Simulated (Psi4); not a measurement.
# quartet H2NO at 5 levels

We compute a comparison of 5 runs (U-r2SCAN/cc-pVTZ, U-revPBE/cc-pVTZ, UM06-L/cc-pVTZ, UPBE/cc-pVTZ, UTPSS/cc-pVTZ) of quartet H2NO. 

Program for the calculation: Psi4 1.11.

2 further runs of the same task are left out: 2 set aside as unsound or not needed.

## Step 1: The structure to begin with

H2NO has 4 atoms, charge 0, and is taken as a quartet. As SMILES of the parent species, `N[O]`. The shape is that of a GFN2-xTB optimisation. That shape belongs to the parent species and isn't relaxed for this state.

Bond lengths: N1–O2 1.277 Å, N1–H3 1.017 Å, N1–H4 1.017 Å. Angles: O2–N1–H3 118.4°, O2–N1–H4 118.4°, H3–N1–H4 119.4°.

## Step 2: Energy and forces at U-r2SCAN/cc-pVTZ (run 1)

job.json reads:

```json
{
  "schema_name": "qcschema_input",
  "schema_version": 1,
  "molecule": {
    "schema_name": "qcschema_molecule",
    "schema_version": 2,
    "symbols": ["N", "O", "H", "H"],
    "geometry": [-0.02855376, 0.07768664, -0.20324004, 1.51996341, 0.67506686, 1.54919748, -1.83002968, 0.73795695, -0.09465638, 0.33862002, -1.49071045, -1.25130105],
    "molecular_charge": 0,
    "molecular_multiplicity": 4,
    "fix_symmetry": "c1"
  },
  "driver": "gradient",
  "model": {
    "method": "r2scan",
    "basis": "cc-pVTZ"
  },
  "keywords": {
    "reference": "uks",
    "puream": true,
    "e_convergence": 1e-09,
    "d_convergence": 1e-08,
    "scf_type": "pk",
    "dft_radial_points": 99,
    "dft_spherical_points": 590,
    "maxiter": 200
  }
}
```

Launch:

```console
$ psi4 --qcschema job.json -n 1 --memory 1600MB
```

stdout:

```text
[...]
                   'protocols': {'error_correction': {'default_policy': True, 'policies': None},
                                 'native_files': 'none',
[...]
  Running in c1 symmetry.
[...]
  Nuclear repulsion =   35.074734173896545
[...]
  Multiplicity = 4
[...]
  Nalpha       = 10
  Nbeta        = 7
[...]
    Number of basis functions: 88
[...]
   @UKS iter   1:  -130.71847602002123    7.50321e-03   6.34822e-03 ADIIS/DIIS
[...]
   @UKS iter  13:  -130.84213933356577   -1.08855e-11   4.51382e-09 DIIS
[...]
   @S^2 Observed:                3.759614480E+00
[...]
  @UKS Final Energy:  -130.84213933356577
   => Energetics <=
    Nuclear Repulsion Energy =             35.0747341738965446
    One-Electron Energy =                -246.2923076954957935
    Two-Electron Energy =                  96.3987561425921484
    DFT Exchange-Correlation Energy =     -16.0233219545586536
    Empirical Dispersion Energy =           0.0000000000000000
    VV10 Nonlocal Energy =                  0.0000000000000000
    Total Energy =                       -130.8421393335657683
[...]
 Multipole Moments:
 ------------------------------------------------------------------------------------
     Multipole            Electronic (a.u.)      Nuclear  (a.u.)        Total (a.u.)
 ------------------------------------------------------------------------------------
 L = 1.  Multiply by 2.5417464519 to convert [e a0] to [Debye]
 Dipole X            :          1.9470135           -1.4311632            0.5158503
 Dipole Y            :          0.9790247           -0.7170301            0.2619946
 Dipole Z            :          1.7643146           -1.3018292            0.4624853
 Magnitude           :                                                    0.7406993
[...]
  -Total Gradient:
     Atom            X                  Y                   Z
    ------   -----------------  -----------------  -----------------
       1       -0.044616098931    -0.025657717668    -0.034212894177
       2       -0.009662442883    -0.005284961231    -0.007931284060
       3        0.074065609040    -0.032782242121    -0.004010438014
       4       -0.019838673087     0.063718210398     0.046070789460
[...]
```

The result, in JSON:

```text
{
 "driver": "gradient",
 "model": {
  "method": "r2scan",
  "basis": "cc-pVTZ"
 },
 "success": true,
 "return_result": [-0.04461609893119045, -0.0256577176677334, -0.034212894177057585, -0.009662442883352995, -0.005284961231158056, -0.007931284060334776, 0.07406560903977451, -0.032782242121180055, -0.004010438014125399, -0.019838673087458427, 0.06371821039810387, 0.04607078945985294],
 "properties": {
  "calcinfo_nbasis": 88,
  "calcinfo_nmo": 88,
  "calcinfo_nalpha": 10,
  "calcinfo_nbeta": 7,
  "calcinfo_natom": 4,
  "nuclear_repulsion_energy": 35.074734173896545,
  "return_energy": -130.84213933356577,
  "return_gradient": [-0.04461609893119045, -0.0256577176677334, -0.034212894177057585, -0.009662442883352995, -0.005284961231158056, -0.007931284060334776, 0.07406560903977451, -0.032782242121180055, -0.004010438014125399, -0.019838673087458427, 0.06371821039810387, 0.04607078945985294],
  "scf_one_electron_energy": -246.2923076954958,
  "scf_two_electron_energy": 96.39875614259215,
  "scf_xc_energy": -16.023321954558654,
  "scf_dipole_moment": [0.5158502984213618, 0.26199457900041256, 0.4624853417618877],
  "scf_total_energy": -130.84213933356577,
  "scf_total_gradient": [-0.04461609893119045, -0.0256577176677334, -0.034212894177057585, -0.009662442883352995, -0.005284961231158056, -0.007931284060334776, 0.07406560903977451, -0.032782242121180055, -0.004010438014125399, -0.019838673087458427, 0.06371821039810387, 0.04607078945985294],
  "scf_iterations": 13
 }
}
```

Run time: 39 s. Hardware: 1 thread of Intel Xeon 6975P-C (Granite Rapids), shared host; peak memory 1 GiB.

## Step 3: Energy and gradient at U-revPBE/cc-pVTZ (run 2)

run.py reads:

```python
import psi4

psi4.set_memory('1600 MB')
psi4.set_num_threads(1)
psi4.set_output_file('h2no.out', False)

molecule = psi4.geometry("""
0 4
N     -0.02855376     0.07768664    -0.20324004
O      1.51996341     0.67506686     1.54919748
H     -1.83002968     0.73795695    -0.09465638
H      0.33862002    -1.49071045    -1.25130105
units bohr
symmetry c1
no_reorient
no_com
""")

options = {'reference': 'uks', 'puream': True, 'e_convergence': 1e-09, 'd_convergence': 1e-08, 'scf_type': 'pk', 'dft_radial_points': 99, 'dft_spherical_points': 590, 'maxiter': 200}
psi4.set_options(options)

energy_value, wavefunction = psi4.gradient("revpbe/cc-pVTZ", return_wfn=True)
psi4.oeprop(wavefunction, "MULLIKEN_CHARGES", "MAYER_INDICES", "QUADRUPOLE", title="REVPBE")
print('gradient / Eh bohr^-1')
print(energy_value.np.round(6))
print(f'energy = {wavefunction.energy():.10f} Eh')
```

Launch:

```console
$ python run.py
```

h2no.out:

```text
[...]
  Running in c1 symmetry.
[...]
  Nuclear repulsion =   35.074734173896537
[...]
  Multiplicity = 4
[...]
  Nalpha       = 10
  Nbeta        = 7
[...]
    Number of basis functions: 88
[...]
   @UKS iter   1:  -130.72278228416488    6.95132e-02   7.01288e-03 ADIIS/DIIS
[...]
   @UKS iter  13:  -130.87205959182944   -1.30740e-12   8.16368e-10 DIIS
[...]
   @S^2 Observed:                3.754328692E+00
[...]
  @UKS Final Energy:  -130.87205959182944
   => Energetics <=
    Nuclear Repulsion Energy =             35.0747341738965375
    One-Electron Energy =                -246.2758088605158662
    Two-Electron Energy =                  96.3683080749613339
    DFT Exchange-Correlation Energy =     -16.0392929801714388
    Empirical Dispersion Energy =           0.0000000000000000
    VV10 Nonlocal Energy =                  0.0000000000000000
    Total Energy =                       -130.8720595918294407
[...]
  -Total Gradient:
     Atom            X                  Y                   Z
    ------   -----------------  -----------------  -----------------
       1       -0.044215664320    -0.027495535073    -0.029920044549
       2       -0.014158186197    -0.006727252556    -0.013581858194
       3        0.078223072196    -0.033280548842    -0.004401375228
       4       -0.019849431345     0.067503343522     0.047902871455
[...]
 Multipole Moments:
 ------------------------------------------------------------------------------------
     Multipole            Electronic (a.u.)      Nuclear  (a.u.)        Total (a.u.)
 ------------------------------------------------------------------------------------
 L = 1.  Multiply by 2.5417464519 to convert [e a0] to [Debye]
 Dipole X            :         -9.9432314           10.4684213            0.5251899
 Dipole Y            :         -4.9276795            5.1915879            0.2639084
 Dipole Z            :         -9.1486360            9.6249421            0.4763061
 Magnitude           :                                                    0.7565313
 L = 2.  Multiply by 1.3450342976 to convert [e a0^2] to [Debye ang]
 Quadrupole XX       :        -33.5752025           21.9516895          -11.6235130
 Quadrupole XY       :         -5.8384054            6.3378202            0.4994148
[...]
```

On the terminal:

```text
Memory set to   1.490 GiB by Python driver.
  Threads set to 1 by Python driver.
gradient / Eh bohr^-1
[[-0.044216 -0.027496 -0.02992 ]
 [-0.014158 -0.006727 -0.013582]
 [ 0.078223 -0.033281 -0.004401]
 [-0.019849  0.067503  0.047903]]
energy = -130.8720595918 Eh
```

It took 18 s on 1 thread of Intel Xeon 6975P-C (Granite Rapids), shared host; peak memory 0.89 GiB.

## Step 4: Energy and gradient at UM06-L/cc-pVTZ (run 3)

calc.py reads:

```python
import psi4

psi4.set_memory('1600 MB')
psi4.set_num_threads(1)
psi4.set_output_file('output.dat', False)

geom = psi4.geometry("""
0 4
N     -0.015110     0.041110    -0.107550
O      0.804330     0.357230     0.819800
H     -0.968410     0.390510    -0.050090
H      0.179190    -0.788850    -0.662160
symmetry c1
no_reorient
no_com
""")

psi4.set_options({
    'basis': 'cc-pVTZ',
    'reference': 'uks',
    'puream': True,
    'e_convergence': 1e-09,
    'd_convergence': 1e-08,
    'scf_type': 'pk',
    'dft_radial_points': 99,
    'dft_spherical_points': 590,
    'maxiter': 200,
})

energy_value = psi4.gradient("m06-l")
print('gradient / Eh bohr^-1')
print(energy_value.np.round(6))
```

Launch:

```console
$ python calc.py
```

output.dat:

```text
[...]
  Running in c1 symmetry.
[...]
  Nuclear repulsion =   35.074734111223819
[...]
  Multiplicity = 4
[...]
  Nalpha       = 10
  Nbeta        = 7
[...]
    Number of basis functions: 88
[...]
   @UKS iter   1:  -130.74603841311557   -4.18439e-03   6.07492e-03 ADIIS/DIIS
[...]
   @UKS iter  14:  -130.86462960822723   -3.12639e-13   1.36290e-09 DIIS
[...]
   @S^2 Observed:                3.759581680E+00
[...]
  @UKS Final Energy:  -130.86462960822723
   => Energetics <=
    Nuclear Repulsion Energy =             35.0747341112238189
    One-Electron Energy =                -246.3365166988353110
    Two-Electron Energy =                  96.4544905536470338
    DFT Exchange-Correlation Energy =     -16.0573375742627817
    Empirical Dispersion Energy =           0.0000000000000000
    VV10 Nonlocal Energy =                  0.0000000000000000
    Total Energy =                       -130.8646296082272329
[...]
 Multipole Moments:
 ------------------------------------------------------------------------------------
     Multipole            Electronic (a.u.)      Nuclear  (a.u.)        Total (a.u.)
 ------------------------------------------------------------------------------------
 L = 1.  Multiply by 2.5417464519 to convert [e a0] to [Debye]
 Dipole X            :         -9.9353927           10.4684213            0.5330286
 Dipole Y            :         -4.9315374            5.1915879            0.2600505
 Dipole Z            :         -9.1264551            9.6249421            0.4984870
 Magnitude           :                                                    0.7747484
[...]
  -Total Gradient:
     Atom            X                  Y                   Z
    ------   -----------------  -----------------  -----------------
       1       -0.041551659813    -0.023685431263    -0.032269835292
       2       -0.014407840515    -0.007521002722    -0.012521044049
       3        0.072880462550    -0.030567545064    -0.001523614080
       4       -0.016933042034     0.061729942631     0.046376688977
[...]
```

Standard output:

```text
Memory set to   1.490 GiB by Python driver.
  Threads set to 1 by Python driver.
gradient / Eh bohr^-1
[[-0.041552 -0.023685 -0.03227 ]
 [-0.014408 -0.007521 -0.012521]
 [ 0.07288  -0.030568 -0.001524]
 [-0.016933  0.06173   0.046377]]
```

It took 33 s on 1 thread of Intel Xeon 6975P-C (Granite Rapids), shared host; peak memory 1 GiB.

Run 4 isn't shown in full; the table further down has it.

## Step 5: A single-point energy at UTPSS/cc-pVTZ (run 5)

h2no.json reads:

```json
{
 "schema_name": "qcschema_input",
 "schema_version": 1,
 "molecule": {
  "schema_name": "qcschema_molecule",
  "schema_version": 2,
  "symbols": ["N", "O", "H", "H"],
  "geometry": [-0.02855376, 0.07768664, -0.20324004, 1.51996341, 0.67506686, 1.54919748, -1.83002968, 0.73795695, -0.09465638, 0.33862002, -1.49071045, -1.25130105],
  "molecular_charge": 0,
  "molecular_multiplicity": 4,
  "fix_symmetry": "c1",
  "fix_com": true,
  "fix_orientation": true
 },
 "driver": "energy",
 "model": {
  "method": "tpss",
  "basis": "cc-pVTZ"
 },
 "keywords": {
  "reference": "uks",
  "puream": true,
  "e_convergence": 1e-09,
  "d_convergence": 1e-08,
  "scf_type": "pk",
  "dft_radial_points": 99,
  "dft_spherical_points": 590,
  "maxiter": 200
 }
}
```

Launch:

```console
$ psi4 --qcschema h2no.json -n 1 --memory 1600MB
```

stdout:

```text
[...]
                   'protocols': {'error_correction': {'default_policy': True, 'policies': None},
                                 'native_files': 'none',
[...]
  Running in c1 symmetry.
[...]
  Nuclear repulsion =   35.074734173896537
[...]
  Multiplicity = 4
[...]
  Nalpha       = 10
  Nbeta        = 7
[...]
    Number of basis functions: 88
[...]
   @UKS iter   1:  -130.78060773645279    4.31262e-02   6.80125e-03 DIIS/ADIIS
[...]
   @UKS iter  13:  -130.92033071534291   -7.75913e-12   2.05129e-09 DIIS
[...]
   @S^2 Observed:                3.755763007E+00
[...]
    Orbital Energies [Eh]
    ---------------------
    Alpha Occupied:
       1A    -19.111944     2A    -14.266594     3A     -1.184538
       4A     -0.831992     5A     -0.620105     6A     -0.571931
       7A     -0.516307     8A     -0.432407     9A     -0.294965
      10A     -0.049338
    Alpha Virtual:
      11A      0.013231    12A      0.054760    13A      0.250390
      14A      0.307055    15A      0.314170    16A      0.346005
      17A      0.433102    18A      0.438063    19A      0.488055
      20A      0.494162    21A      0.518153    22A      0.586938
      23A      0.765091    24A      0.877972    25A      0.893668
[...]
  @UKS Final Energy:  -130.92033071534291
   => Energetics <=
    Nuclear Repulsion Energy =             35.0747341738965375
    One-Electron Energy =                -246.3266349193370104
    Two-Electron Energy =                  96.4360304377483430
    DFT Exchange-Correlation Energy =     -16.1044604076507802
    Empirical Dispersion Energy =           0.0000000000000000
    VV10 Nonlocal Energy =                  0.0000000000000000
    Total Energy =                       -130.9203307153429137
[...]
 Multipole Moments:
 ------------------------------------------------------------------------------------
     Multipole            Electronic (a.u.)      Nuclear  (a.u.)        Total (a.u.)
 ------------------------------------------------------------------------------------
 L = 1.  Multiply by 2.5417464519 to convert [e a0] to [Debye]
 Dipole X            :         -9.9513894           10.4684213            0.5170319
 Dipole Y            :         -4.9313643            5.1915879            0.2602236
 Dipole Z            :         -9.1568188            9.6249421            0.4681234
 Magnitude           :                                                    0.7444312
[...]
```

The result, in JSON:

```text
{
 "driver": "energy",
 "model": {
  "method": "tpss",
  "basis": "cc-pVTZ"
 },
 "success": true,
 "return_result": -130.9203307153429,
 "properties": {
  "calcinfo_nbasis": 88,
  "calcinfo_nmo": 88,
  "calcinfo_nalpha": 10,
  "calcinfo_nbeta": 7,
  "calcinfo_natom": 4,
  "nuclear_repulsion_energy": 35.07473417389654,
  "return_energy": -130.9203307153429,
  "scf_one_electron_energy": -246.326634919337,
  "scf_two_electron_energy": 96.43603043774834,
  "scf_xc_energy": -16.10446040765078,
  "scf_dipole_moment": [0.5170319048397136, 0.26022356432570426, 0.4681233536414986],
  "scf_total_energy": -130.9203307153429,
  "scf_iterations": 13
 }
}
```

Wall time 34 s (1 thread of Intel Xeon 6975P-C (Granite Rapids), shared host); peak memory 1 GiB.

## Step 6: Overview of the runs

```tsv
run	level	task	energy (Eh)	dipole moment (D)	HOMO energy (eV)	⟨S²⟩	wall time
1	U-r2SCAN/cc-pVTZ	gradient	-130.842139	1.88	-1.52	3.760	39 s
2	U-revPBE/cc-pVTZ	gradient	-130.872060	1.92	-1.31	3.754	18 s
3	UM06-L/cc-pVTZ	gradient	-130.864630	1.97	-1.11	3.760	33 s
4	UPBE/cc-pVTZ	energy	-130.766122	1.89	-1.34	3.754	13 s
5	UTPSS/cc-pVTZ	energy	-130.920331	1.89	-1.34	3.756	34 s
```

## Step 7: Summary of results

```
                                 quantity          value
                      run 5: total energy  -130.92033 Eh
                     run 5: dipole moment         1.89 D
run 5: HOMO energy (highest over α and β)       -1.34 eV
                              run 5: ⟨S²⟩          3.756
```

What this shows: The dipole moment (its size) runs from 1.88 D (U-r2SCAN/cc-pVTZ) to 1.97 D (UM06-L/cc-pVTZ). Totals of different functionals can't be ranked against each other. All runs together took 2.3 min, the longest 39 s.
